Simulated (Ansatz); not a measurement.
## [H2PO2]− (SMILES O=[PH2][O-]): the energy, rung by rung

The species is [H2PO2]− (5 atoms), meant as a singlet with charge -1. SMILES: `O=[PH2][O-]`. Geometry: relaxed at GFN2-xTB.

```csv
atom,x (Å),y (Å),z (Å)
O,-0.5697,0.4181,1.3449
P,0.0240,-0.0294,0.0671
O,1.0871,-1.0561,0.1054
H,-0.9935,-0.4178,-0.8312
H,0.4521,1.0853,-0.6862
```

Quantity: the energy change with the O1–P2 bond stretched from 1.478 to 1.848 Å, in eV. The values are calculated.

| level | kind | program | value (eV) | less FCI/STO-3G | CPU time (all runs) |
| --- | --- | --- | --- | --- | --- |
| SVWN5/STO-3G (restricted) | LDA | Ansatz | 0.44 | +0.45 | 1.6 s |
| PBE/STO-3G (restricted) | GGA | Ansatz | 0.20 | +0.21 | 2.3 s |
| BHLYP/STO-3G (restricted) | global hybrid | Ansatz | 0.23 | +0.24 | 2.3 s |
| wB97M-V/STO-3G (restricted) | range-separated hybrid | Ansatz | 0.32 | +0.33 | 39 s |
| wB97X/STO-3G (restricted) | range-separated hybrid | Ansatz | 0.33 | +0.34 | 11 s |
| B2PLYP/STO-3G (restricted) | double hybrid | Ansatz | 0.22 | +0.23 | 3.2 s |
| RPA@PBE/STO-3G (restricted) | RPA | Ansatz | -0.15 | -0.14 | 3.6 s |
| BCCD(T)/STO-3G (restricted) | coupled cluster or CI | Ansatz | 0.01 | +0.02 | 0.49 s |
| CCSDT/STO-3G (restricted) | coupled cluster or CI | Ansatz | -0.01 | 0.00 | 0.79 s |
| FCI/STO-3G | exact in the basis | Ansatz | -0.01 | 0.00 | 7.6 s |

FCI/STO-3G is exact within its basis and frozen core, so for wave-function methods in that basis the difference is their error; functionals converge differently with the basis, so for them it is only a difference. Sets without diffuse functions describe the anion poorly. The first shape isn't each level's own minimum. The values span -0.15 to 0.44 eV. All rows use very small basis sets, so none should be taken for the real molecule's value. In so small a basis fixed costs decide the times, and correlated methods can beat functionals. CPU times are rough (shared hosts, several kinds of processor and program).
